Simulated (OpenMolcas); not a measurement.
## What AlH2ClF− (SMILES [F][AlH2-][Cl]) costs in OpenMolcas

The species is AlH2ClF− (5 atoms), meant as a singlet with charge -1. As SMILES, `[F][AlH2-][Cl]`. The shape comes from GFN2-xTB, which is rough for such elements, and wasn't checked as a minimum.

```xyz
5

F    -1.1933    0.1142    1.2287
Al   -0.0869    0.0623   -0.0524
Cl    1.6539   -0.9929    0.5113
H    -0.7327   -0.7218   -1.2690
H     0.3590    1.5383   -0.4186
```

Program: OpenMolcas 26.06. Hardware: 1 thread of Arm Neoverse V2, shared host, so times are rough. Two-electron integrals are exact unless an approximation is named.

(1) Estimate their order by wall time, quickest first.
A. energy at CCSD(T)/cc-pVDZ, 11 core orbitals frozen
B. gradient at PBE/pcseg-2, grid UltraFine
C. gradient at HF/STO-3G

## Answers

(1) C (1.7 s), A (8.7 s), B (48 s).
